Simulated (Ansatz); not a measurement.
# SiH₃Cl: energies up the ladder, part 2 of 2

Wanted for SiH₃Cl: energies up the ladder.

Ansatz 0.2.0, Gaussian bases.

**17. The cation of multiplicity 2 at the same geometry, PBE-D4/def2-TZVPP**

input.yaml reads:

```yaml
crystal:
  periodic: [false, false, false]
  atoms:
    - { symbol: Si, position_ang: [-1.04701395, -0.04588209, -0.03635299] }
    - { symbol: Cl, position_ang: [1.00331375, 0.04379882, 0.03494482] }
    - { symbol: H, position_ang: [-1.43932432, -1.05563365, -1.04529607] }
    - { symbol: H, position_ang: [-1.56378622, 1.2887688, -0.41467617] }
    - { symbol: H, position_ang: [-1.54819927, -0.43246187, 1.30187041] }
magnetization:
  spin_polarized: true
  initial_magnetization: 1
total_charge: 1
basis:
  gaussian: { orbitals: def2-TZVPP }
hamiltonian:
  xc: pbe
  dispersion: d4
```

Launch:

```
$ ansatz run input.yaml --threads 4 --pin off --max-ram 10240MiB --backend cpu --events-out ev --progress --plain --runs-dir out
```

Output:

```text
Warning: RAYON_NUM_THREADS=4 ignored (pool sized by the plan → 4); use --threads N
Engine: ansatz 0.2.0, x86_64-unknown-linux-gnu
Functional definition: PBE
  parameter kappa = 0.804
  parameter beta = 0.06672455060314922
  exchange = pbe_x(kappa = kappa, mu = beta*pi^2/3)
  correlation = pbe_c(beta = beta)
759 factors; their error is unknown
mean field evaluation 1: about -20428.5729 eV, gradient 1.9e1 eV
mean field evaluation 2: about -20427.5532 eV, gradient 2.3e1 eV
mean field evaluation 4: about -20429.9953 eV, gradient 6.9e0 eV
mean field evaluation 8: about -20430.1754 eV, gradient 4.4e0 eV
mean field evaluation 16: about -20430.3056 eV, gradient 1.0e-5 eV
mean field evaluation 32: about -20430.2955 eV, gradient 2.0e-6 eV
mean field evaluation 64: about -20430.3055 eV, gradient 1.7e-2 eV
mean field -20430.30556381 eV, -750.7998813115 hartree, gradient 1.0e-6 eV, S^2 0.753601; 5 other end points of the search recorded, 0 dependent functions left out
reference -20430.30559815 eV, -750.7998825736 hartree; 17, 16 occupied and 109, 110 virtual orbitals, 759 factors
Total energy: -20430.36202871 eV, -750.8019563583 hartree
```

Run time: 3.1 s. Hardware: 4 threads of Intel Xeon 6975P-C (Granite Rapids), shared host; peak memory 0.25 GiB.

**18. The cation of multiplicity 2 at the same geometry, r2SCAN-D4/def2-TZVPP**

input.yaml, as its differences from that of step 17:

```diff
@@ -15,3 +15,3 @@
 hamiltonian:
-  xc: pbe
+  xc: r2scan
   dispersion: d4
```

Launch:

```
$ ansatz run input.yaml --threads 4 --pin off --max-ram 10240MiB --backend cpu --events-out ev --progress --plain --runs-dir out
```

Output, shortened:

```text
Warning: RAYON_NUM_THREADS=4 ignored (pool sized by the plan → 4); use --threads N
[...]
Functional definition: r2SCAN
[...]
759 factors; their error is unknown
[...]
mean field -20437.95284700 eV, -751.0809137854 hartree, gradient 1.7e-6 eV, S^2 0.758842; 5 other end points of the search recorded, 0 dependent functions left out
reference -20437.95285869 eV, -751.0809142147 hartree; 17, 16 occupied and 109, 110 virtual orbitals, 759 factors
Total energy: -20437.96480144 eV, -751.0813531027 hartree
```

Run time: 6.5 s. Hardware: 4 threads of Intel Xeon 6975P-C (Granite Rapids), shared host; peak memory 0.31 GiB.

**19. The cation of multiplicity 2 at the same geometry, B3LYP-D4/def2-TZVPP**

input.yaml, as its differences from that of step 18:

```diff
@@ -15,3 +15,3 @@
 hamiltonian:
-  xc: r2scan
+  xc: { name: B3LYP }
   dispersion: d4
```

Launch:

```
$ ansatz run input.yaml --threads 4 --pin off --max-ram 10240MiB --backend cpu --events-out ev --progress --plain --runs-dir out
```

Output:

```text
Warning: RAYON_NUM_THREADS=4 ignored (pool sized by the plan → 4); use --threads N
Engine: ansatz 0.2.0, x86_64-unknown-linux-gnu
Functional definition: B3LYP
  parameter a0 = 0.2
  parameter ax = 0.72
  parameter ac = 0.81
  exchange = (1 - a0 - ax)*slater_x + ax*b88_x + a0*exact_x
  correlation = (1 - ac)*vwn_rpa_c + ac*lyp_c
781 factors; their error is unknown
mean field evaluation 1: about -20438.9008 eV, gradient 1.8e1 eV
mean field evaluation 2: about -20437.4283 eV, gradient 2.4e1 eV
mean field evaluation 4: about -20440.5212 eV, gradient 2.6e0 eV
mean field evaluation 8: about -20440.5912 eV, gradient 1.2e-1 eV
mean field evaluation 16: about -20440.5913 eV, gradient 3.8e-5 eV
mean field evaluation 32: about -20440.5944 eV, gradient 6.3e-2 eV
mean field evaluation 64: about -20439.8261 eV, gradient 9.0e0 eV
mean field -20440.59442831 eV, -751.1779901078 hartree, gradient 1.7e-6 eV, S^2 0.757055; 5 other end points of the search recorded, 0 dependent functions left out
reference -20440.59465193 eV, -751.1779983258 hartree; 17, 16 occupied and 109, 110 virtual orbitals, 781 factors
Total energy: -20440.68776746 eV, -751.1814202584 hartree
```

Run time: 4.2 s. Hardware: 4 threads of Intel Xeon 6975P-C (Granite Rapids), shared host; peak memory 0.34 GiB.

**20. The cation of multiplicity 2 at the same geometry, wB97M-V/def2-TZVPP**

input.yaml, as its differences from that of step 19:

```diff
@@ -15,3 +15,2 @@
 hamiltonian:
-  xc: { name: B3LYP }
-  dispersion: d4
+  xc: { name: wB97M-V }
```

Launch:

```
$ ansatz run input.yaml --threads 4 --pin off --max-ram 10240MiB --backend cpu --events-out ev --progress --plain --runs-dir out
```

Output, shortened:

```text
Warning: RAYON_NUM_THREADS=4 ignored (pool sized by the plan → 4); use --threads N
[...]
Functional definition: wB97M-V
[...]
  gx(w, u) = 1 - cx + cx01*u + cx10*w
  gss(w, u) = css00 + css04*u^4 + css10*w + css20*w^2 + css43*w^4*u^3
  gos(w, u) = cos00 + cos10*w + (cos20 + cos21*u)*w^2 + (cos60 + cos61*u)*w^6
[...]
      + integral(e_c_pw_mod_opposite_spin*gos(b97_w_opposite, b97_u_opposite)) + vv10(b, c)
778 factors; their error is unknown
156 factors; integrals over basis functions are off by at most 3.5e-5 eV
[...]
mean field -20437.78090362 eV, -751.0745949827 hartree, gradient 2.9e-6 eV, S^2 0.757400; 3 other end points of the search recorded, 0 dependent functions left out
reference -20437.78094448 eV, -751.0745964842 hartree; 17, 16 occupied and 109, 110 virtual orbitals, 778 factors
Total energy: -20437.78094448 eV, -751.0745964842 hartree
```

Wall time 8.2 s (4 threads of Intel Xeon 6975P-C (Granite Rapids), shared host); peak memory 0.48 GiB.

**21. The cation of multiplicity 2 at the same geometry, B2PLYP/def2-TZVPP**

input.yaml, as its differences from that of step 20:

```diff
@@ -15,2 +15,2 @@
 hamiltonian:
-  xc: { name: wB97M-V }
+  xc: { name: B2PLYP }
```

Launch:

```
$ ansatz run input.yaml --threads 4 --pin off --max-ram 10240MiB --backend cpu --events-out ev --progress --plain --runs-dir out
```

Output, shortened:

```text
Warning: RAYON_NUM_THREADS=4 ignored (pool sized by the plan → 4); use --threads N
[...]
Functional definition: B2PLYP
[...]
716 factors; integrals over basis functions are off by at most 8.1e-4 eV
[...]
mean field -20429.76061210 eV, -750.7798547057 hartree, gradient 3.0e-10 eV, S^2 0.764252; 4 other end points of the search recorded, 0 dependent functions left out
10 core orbitals not correlated: weight in the atoms' cores, before any rotation towards them, 1.000 or more for the frozen orbitals, at most 0.000 for the correlated occupied ones
reference -20429.76075395 eV, -750.7798599185 hartree; 7, 6 occupied and 109, 110 virtual orbitals, 716 factors
second order -9.85485181 eV of doubles, -0.00000000 eV of singles
Total energy: -20432.42156394 eV, -750.8776428820 hartree
```

Run time: 8.9 s. Hardware: 4 threads of Intel Xeon 6975P-C (Granite Rapids), shared host; peak memory 0.32 GiB.

**22. The cation of multiplicity 2 at the same geometry, CCSD(T)/def2-TZVPP**

input.yaml, as its differences from that of step 21:

```diff
@@ -14,3 +14,5 @@
   gaussian: { orbitals: def2-TZVPP }
-hamiltonian:
-  xc: { name: B2PLYP }
+correlation:
+  method: ccsd_t
+scf:
+  omitted_lower_state_checks: [cluster_reference]
```

Launch:

```
$ ansatz run input.yaml --threads 4 --pin off --max-ram 10240MiB --backend cpu --events-out ev --progress --plain --runs-dir out
```

Output, shortened:

```text
Warning: RAYON_NUM_THREADS=4 ignored (pool sized by the plan → 4); use --threads N
[...]
Functional definition: HF
[...]
716 factors; integrals over basis functions are off by at most 8.1e-4 eV
[...]
mean field -20404.39321528 eV, -749.8476200671 hartree, gradient 1.7e-10 eV, S^2 0.764295; 10 other end points of the search recorded, 0 dependent functions left out
10 core orbitals not correlated: weight in the atoms' cores, before any rotation towards them, 1.000 or more for the frozen orbitals, at most 0.000 for the correlated occupied ones
reference -20404.39321528 eV, -749.8476200671 hartree; 7, 6 occupied and 109, 110 virtual orbitals, 716 factors
second order -7.64064755 eV of doubles, -0.00000000 eV of singles
cycle   1  -8.52994533 eV  change   -8.9e-1 eV  update   8.1e-2
[...]
cycle  11  -8.96315871 eV  change   -1.6e-6 eV  update   9.4e-6
perturbative correction -0.33476290 eV, -0.0123023098 hartree
Total energy: -20413.69113690 eV, -750.1893123841 hartree
Checks for a lower state left out: cluster_reference
```

Run time: 8.5 s. Hardware: 4 threads of Intel Xeon 6975P-C (Granite Rapids), shared host; peak memory 1.2 GiB.

**23. The cation of multiplicity 2 at the same geometry, CCSD(T)/def2-QZVPP**

input.yaml, as its differences from that of step 22:

```diff
@@ -13,3 +13,3 @@
 basis:
-  gaussian: { orbitals: def2-TZVPP }
+  gaussian: { orbitals: def2-QZVPP.json }
 correlation:
```

Launch:

```
$ ansatz run input.yaml --threads 4 --pin off --max-ram 10240MiB --backend cpu --events-out ev --progress --plain --runs-dir out
```

Output, shortened:

```text
Warning: RAYON_NUM_THREADS=4 ignored (pool sized by the plan → 4); use --threads N
[...]
Functional definition: HF
[...]
1340 factors; integrals over basis functions are off by at most 8.9e-4 eV
[...]
mean field -20405.00988745 eV, -749.8702823512 hartree, gradient 6.7e-10 eV, S^2 0.764656; 10 other end points of the search recorded, 0 dependent functions left out
10 core orbitals not correlated: weight in the atoms' cores, before any rotation towards them, 1.000 or more for the frozen orbitals, at most 0.000 for the correlated occupied ones
reference -20405.00988745 eV, -749.8702823512 hartree; 7, 6 occupied and 213, 214 virtual orbitals, 1340 factors
second order -8.32448842 eV of doubles, -0.00000000 eV of singles
cycle   1  -9.13272128 eV  change   -8.1e-1 eV  update   8.1e-2
[...]
cycle  11  -9.57316575 eV  change   -6.3e-6 eV  update   1.3e-5
perturbative correction -0.38954223 eV, -0.0143154128 hartree
Total energy: -20414.97259543 eV, -750.2364051166 hartree
Checks for a lower state left out: cluster_reference
```

It took 3.7 min on 4 threads of Intel Xeon 6975P-C (Granite Rapids), shared host; peak memory 2.9 GiB.

**24. Extrapolation to the basis-set limit**

CCSD(T)/CBS estimate, frozen core: CCSD(T) correlation extrapolated, from def2-TZVPP and def2-QZVPP: mean field -20405.0948 eV, total -20415.5500 eV. The exponents are 7.88 (mean field) and 2.97 (correlation).

**25. Geometries side by side**

```
             level  Si1–Cl2 (Å)  rotational constants (MHz)  dipole (D)  highest frequency (cm⁻¹)  CPU time
PBE0-D4/def2-TZVPP       2.0535       84857, 6648.6, 6648.6        1.26                      2257     9.3 s
```

Constants are for the commonest isotopes at the equilibrium geometry; times are CPU times of the relaxations.

**26. Vertical ionisation energy**

| level | vertical ionisation energy (eV) | from CCSD(T)/CBS (eV) | CPU time of both |
| --- | --- | --- | --- |
| PBE-D4/def2-TZVPP | 11.138 | -0.768 | 12 s |
| r2SCAN-D4/def2-TZVPP | 11.330 | -0.576 | 26 s |
| B3LYP-D4/def2-TZVPP | 11.463 | -0.444 | 17 s |
| wB97M-V/def2-TZVPP | 11.644 | -0.262 | 34 s |
| B2PLYP/def2-TZVPP | 11.588 | -0.318 | 36 s |
| CCSD(T)/def2-TZVPP | 11.706 | -0.200 | 36 s |
| CCSD(T)/def2-QZVPP | 11.817 | -0.089 | 15 min |
| CCSD(T)/CBS | 11.907 | +0.000 | - |

**27. What came out**

What follows sums up all 2 parts.

| quantity | value |
| --- | --- |
| Si1–Cl2 at PBE0-D4/def2-TZVPP | 2.054 Å |
| frequencies at PBE0-D4/def2-TZVPP | 552 to 2257 cm⁻¹ |
| vertical ionisation energy, CCSD(T)/CBS | 11.907 eV |

In words: Against the measured dipole moment of ClH3Si, 1.31 D (NIST CCCBDB Release 22 (SRD 101), experimental dipoles), the calculated 1.26 D is off by -3.8 %. That is PBE0-D4/def2-TZVPP. No mode is imaginary, so the geometry is a minimum. For the vertical ionisation energy, CCSD(T)/def2-QZVPP comes nearest to CCSD(T)/CBS (-0.09 eV) and PBE-D4/def2-TZVPP is farthest (-0.77 eV). A T1 diagnostic of 0.048 (charge +1) lies over the usual mark for one of the runs, a hint of some multireference character there.
